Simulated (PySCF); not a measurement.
# C3H5N3: the cost of one run

Computed with PySCF 2.14.0, with density-fitted response routines of our own, on a single molecule in the gas phase. Atoms are numbered from 0 throughout.

**1. The molecule as given**

11 atoms, charge 0, multiplicity 1; geometry from: GFN2-xTB. The atoms were then displaced at random by about 0.01 Å, so the start is not that level's minimum.

Bonds of the start (Å): C0–N1 1.41, N1–C2 1.34, C2–N3 1.36, N3–C4 1.36, C4–N5 1.31, N5–N1 1.33, C0–H6 1.09, C0–H7 1.12, C0–H8 1.06, C2–H9 1.06, C4–H10 1.06.

**2. Relaxing the molecule at PBE0-D3(BJ)/def2-SVP**

The job: settings as JSON, then the geometry in Å.

```
{"job": {"xc": "PBE0", "basis": "def2-SVP", "d3": "d3bj", "grid": 1, "shake": 0.01, "kind": "geom"}, "charge": 0, "multiplicity": 1}
C     -1.586270    -0.260300    -0.038340
N     -0.190730    -0.061070    -0.022750
C      0.516300     1.071520     0.066300
N      1.851290     0.796220     0.082070
C      1.838460    -0.556110    -0.016440
N      0.647690    -1.093590    -0.073350
H     -1.983200    -0.370260     0.971200
H     -2.063960     0.640510    -0.501470
H     -1.835140    -1.121350    -0.604880
H      0.106320     2.051500     0.139440
H      2.737340    -1.122900    -0.017440
```

On the command line:

```bash
$ OMP_NUM_THREADS=1 python probes_run.py task.json out
```

The driver reads the jobs from task.json and runs them one after another.

**Question.** How long does this first job take on 1 thread of Arm Neoverse V1, shared host, and how much memory does it need?

About 53 s, with a peak of 0.46 GiB.
